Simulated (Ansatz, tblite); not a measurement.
# Si(SiH3)2H2 (Si3H8): spin-state energies by level

Aim: set other spin states of Si(SiH3)2H2 (Si3H8) against its singlet, on many levels of theory.

The runs use Ansatz 0.2.0, Gaussian basis; as each input shows.

Levels to be run: triplet, at the geometry of the singlet (GFN1-xTB, GFN2-xTB, PBE0-D4/def2-TZVP, PBE-D4/def2-TZVP, r2SCAN-D4/def2-TZVP); the singlet's energies come from earlier runs.

## 1. The geometry

The singlet was relaxed beforehand with PBE0-D4/def2-SVP.

11 atoms, charge 0, spin multiplicity 1.

Bond lengths: Si1–Si2 2.345 Å, Si1–Si6 2.345 Å, Si1–H10 1.498 Å, Si1–H11 1.498 Å, Si2–H3 1.496 Å, Si2–H4 1.495 Å, Si2–H5 1.496 Å, Si6–H7 1.496 Å, Si6–H8 1.496 Å, Si6–H9 1.495 Å. Angles: Si2–Si1–Si6 109.5°, Si2–Si1–H10 109.7°, Si2–Si1–H11 109.7°, Si6–Si1–H10 109.7°, Si6–Si1–H11 109.8°, H10–Si1–H11 108.4°, Si1–Si2–H3 109.6°, Si1–Si2–H4 111.3°, Si1–Si2–H5 109.5°, H3–Si2–H4 108.9°, H3–Si2–H5 108.6°, H4–Si2–H5 108.9°, Si1–Si6–H7 109.6°, Si1–Si6–H8 109.5°, Si1–Si6–H9 111.3°, H7–Si6–H8 108.6°, H7–Si6–H9 108.9°, H8–Si6–H9 108.9°.

## 2. Triplet at the fixed geometry, GFN1-xTB

Tight binding, by tblite at 300 K electronic temperature and without a spin-polarisation term:

```python
tblite.interface.Calculator('GFN1-xTB', numbers, positions, charge=0, uhf=2).singlepoint()
```

Energy -264.1564 eV; 0.006 s.

## 3. Triplet at the fixed geometry, GFN2-xTB

Tight binding, by tblite at 300 K electronic temperature and without a spin-polarisation term:

```python
tblite.interface.Calculator('GFN2-xTB', numbers, positions, charge=0, uhf=2).singlepoint()
```

Energy -247.3217 eV; 0.007 s.

## 4. Triplet at the fixed geometry, PBE0-D4/def2-TZVP

The input, in.yaml:

```yaml
crystal:
  periodic: [false, false, false]
  atoms:
    - {symbol: Si, position_ang: [-0.808752, 0.030649, -0.573108]}
    - {symbol: Si, position_ang: [-0.813513, -0.024699, 1.771030]}
    - {symbol: H, position_ang: [-0.131383, -1.269432, 2.244878]}
    - {symbol: H, position_ang: [-2.207595, -0.000718, 2.311359]}
    - {symbol: H, position_ang: [-0.067741, 1.158864, 2.301080]}
    - {symbol: Si, position_ang: [1.401988, 0.001687, -1.354107]}
    - {symbol: H, position_ang: [2.087136, -1.239293, -0.875193]}
    - {symbol: H, position_ang: [2.137434, 1.189151, -0.818546]}
    - {symbol: H, position_ang: [1.449858, 0.035498, -2.848170]}
    - {symbol: H, position_ang: [-1.496162, 1.273000, -1.050379]}
    - {symbol: H, position_ang: [-1.551270, -1.154717, -1.108843]}
basis:
  gaussian: {orbitals: def2-TZVP}
magnetization: {spin_polarized: true, initial_magnetization: 2}
hamiltonian: {xc: pbe0, dispersion: d4}
scf: {omitted_lower_state_checks: [starts]}
output: {orbitals: {seedname: orbitals}}
```

Run with:

```sh
$ ansatz run in.yaml --threads 4 --pin off --events-out ev --progress --plain --max-ram 3916MiB
```

The program printed:

```text
Functional definition: PBE0
  name "PBE0"
  cite "Adamo & Barone, J. Chem. Phys. 110, 6158 (1999) doi:10.1063/1.478522"
  cite "Perdew, Burke & Ernzerhof, Phys. Rev. Lett. 77, 3865 (1996) doi:10.1103/PhysRevLett.77.3865"
  parent pbe
  parameter a = 0.25
  parameter kappa = 0.804
  parameter beta = 0.06672455060314922
  exchange = (1 - a)*pbe_x(kappa = kappa, mu = beta*pi^2/3) + a*exact_x
  correlation = pbe_c(beta = beta)
these checks for a lower state are left out or cut short: starts
1156 factors; their error is unknown
mean field evaluation 1: about -23747.0322 eV, gradient 8.7e0 eV
mean field evaluation 2: about -23747.5456 eV, gradient 3.3e0 eV
mean field evaluation 4: about -23747.6238 eV, gradient 2.8e-1 eV
mean field evaluation 8: about -23747.7199 eV, gradient 9.6e-2 eV
mean field evaluation 16: about -23747.7200 eV, gradient 5.9e-4 eV
mean field -23747.71997557 eV, -872.7126123194 hartree, gradient 1.7e-5 eV, S^2 2.006519; 0 other end points of the search recorded, 0 dependent functions left out
reference -23747.72001758 eV, -872.7126138633 hartree; 26, 24 occupied and 133, 135 virtual orbitals, 1156 factors
Total energy: -23747.92526241 eV, -872.7201564717 hartree
Checks for a lower state left out: starts
```

Run time: 4.6 s. Hardware: 4 threads of Arm Neoverse V1, shared host.

Report: HOMO -2.43 eV, LUMO -5.99 eV (over both spins; with the spin held, an empty level of the minority spin lies below the top filled one); ⟨S²⟩ 2.007 (pure: 2.00).

## 5. Triplet at the fixed geometry, PBE-D4/def2-TZVP

start.molden holds the orbitals of an earlier run on this state, given as this run's starting guess.

in.yaml: that of step 4 with these lines changed.

```diff
@@ -15,5 +15,5 @@
 basis:
-  gaussian: {orbitals: def2-TZVP}
+  gaussian: {orbitals: def2-TZVP, initial_orbitals: start.molden}
 magnetization: {spin_polarized: true, initial_magnetization: 2}
-hamiltonian: {xc: pbe0, dispersion: d4}
+hamiltonian: {xc: pbe, dispersion: d4}
 scf: {omitted_lower_state_checks: [starts]}
```

The command is unchanged.

The program printed:

```text
Functional definition: PBE
  name "PBE"
  cite "Perdew, Burke & Ernzerhof, Phys. Rev. Lett. 77, 3865 (1996) doi:10.1103/PhysRevLett.77.3865"
  parent pbe
  parameter kappa = 0.804
  parameter beta = 0.06672455060314922
  exchange = pbe_x(kappa = kappa, mu = beta*pi^2/3)
  correlation = pbe_c(beta = beta)
these checks for a lower state are left out or cut short: starts
1108 factors; their error is unknown
mean field evaluation 1: about -23745.2617 eV, gradient 7.6e0 eV
mean field evaluation 2: about -23745.3695 eV, gradient 1.7e-1 eV
mean field evaluation 4: about -23745.3475 eV, gradient 3.0e-3 eV
mean field -23745.34746170 eV, -872.6254240427 hartree, gradient 1.9e-5 eV, S^2 2.004800; 0 other end points of the search recorded, 0 dependent functions left out
reference -23745.34751758 eV, -872.6254260964 hartree; 26, 24 occupied and 133, 135 virtual orbitals, 1108 factors
Total energy: -23745.58636518 eV, -872.6342035837 hartree
Checks for a lower state left out: starts
```

Wall time 2.7 s (4 threads of Arm Neoverse V1, shared host).

From the report: HOMO -1.74 eV, LUMO -6.73 eV (over both spins; with the spin held, an empty level of the minority spin lies below the top filled one); ⟨S²⟩ 2.005 (pure: 2.00).

## 6. Triplet at the fixed geometry, r2SCAN-D4/def2-TZVP

in.yaml: that of step 5 with these lines changed.

```diff
@@ -17,3 +17,3 @@
 magnetization: {spin_polarized: true, initial_magnetization: 2}
-hamiltonian: {xc: pbe, dispersion: d4}
+hamiltonian: {xc: r2scan, dispersion: d4}
 scf: {omitted_lower_state_checks: [starts]}
```

Launched as before.

The program printed:

```text
Functional definition: r2SCAN
  name "r2SCAN"
  cite "Furness, Kaplan, Ning, Perdew & Sun, J. Phys. Chem. Lett. 11, 8208 (2020) doi:10.1021/acs.jpclett.0c02405"
  cite "Furness, Kaplan, Ning, Perdew & Sun, J. Phys. Chem. Lett. 11, 9248 (2020) doi:10.1021/acs.jpclett.0c03077"
  parent r2scan
  parameter k0 = 0.174
  parameter k1 = 0.065
  parameter a1 = 4.9479
  exchange = r2scan_x(k0 = k0, k1 = k1, a1 = a1)
  correlation = r2scan_c
these checks for a lower state are left out or cut short: starts
1108 factors; their error is unknown
mean field evaluation 1: about -23755.6194 eV, gradient 5.3e0 eV
mean field evaluation 2: about -23755.6641 eV, gradient 8.8e-2 eV
mean field evaluation 4: about -23755.6436 eV, gradient 4.8e-3 eV
mean field evaluation 8: about -23755.6436 eV, gradient 3.7e-5 eV
mean field -23755.64358935 eV, -873.0037997549 hartree, gradient 9.1e-6 eV, S^2 2.008603; 0 other end points of the search recorded, 0 dependent functions left out
reference -23755.64360958 eV, -873.0038004986 hartree; 26, 24 occupied and 133, 135 virtual orbitals, 1108 factors
Total energy: -23755.70216100 eV, -873.0059522235 hartree
Checks for a lower state left out: starts
```

It took 6.5 s on 4 threads of Arm Neoverse V1, shared host.

Report: HOMO -1.84 eV, LUMO -6.63 eV (over both spins; with the spin held, an empty level of the minority spin lies below the top filled one); ⟨S²⟩ 2.009 (pure: 2.00).

## 7. Triplet less singlet, vertical

The singlet's energies are those of its earlier runs, whose logs aren't repeated here.

```csv
level,"triplet less singlet, vertical (kJ/mol)",time
GFN1-xTB,+361.5,0.013 s
GFN2-xTB,+373.8,0.011 s
PBE-D4/def2-TZVP,+526.7,4 s
r2SCAN-D4/def2-TZVP,+539.6,8.8 s
PBE0-D4/def2-TZVP,+549.6,6.2 s
```

Times add the two runs; a level without a time comes out of a correlated run. Tight binding without a spin term can't rank spin states.

## 8. Summary of results

```
                                                quantity                                       value
triplet less singlet, vertical, functionals in def2-TZVP  +526.7 (PBE-D4) to +549.6 kJ/mol (PBE0-D4)
```

**Reading.** All functionals put the triplet above the singlet, over a spread of 22.9 kJ/mol. The checks for a lower triplet were left out, so another state of that spin may lie lower. These are electronic energies, without zero-point motion, entropy or surroundings.
